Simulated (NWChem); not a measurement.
## Correlation energy of ethanol (C2H6O)

SMILES: CCO
```xyz
9

C     -1.1961     0.1358     0.2499
C      0.0782    -0.4235    -0.3534
O      1.2217     0.3105    -0.0034
H     -2.0803    -0.4258    -0.0899
H     -1.3248     1.1921    -0.0312
H     -1.1730     0.0794     1.3515
H      0.1824    -1.4950    -0.0839
H      0.0180    -0.3878    -1.4531
H      1.3116     0.2790     0.9547
```
Charge 0, spin multiplicity 1.

Everything below was run with NWChem. Structure: optimised with PBE0/def2-SVP, a minimum by its harmonic frequencies. It is one conformer; others weren't searched.

Basis set: 3-21G. Each correlation energy counts from its own Hartree-Fock reference.

The correlated methods keep 3 core orbitals frozen. Coupled-cluster values serve here as a point of comparison, not as the truth.

**Question.** One of these methods gave a correlation energy of -300.9 mHa. Which?
A. CCSD
B. MP2
C. SCS-MP2
D. CR-CCSD[T]

**Answer.** B, MP2. The others give -338.1 (CR-CCSD[T]), -332.2 (CCSD), -304.7 (SCS-MP2).
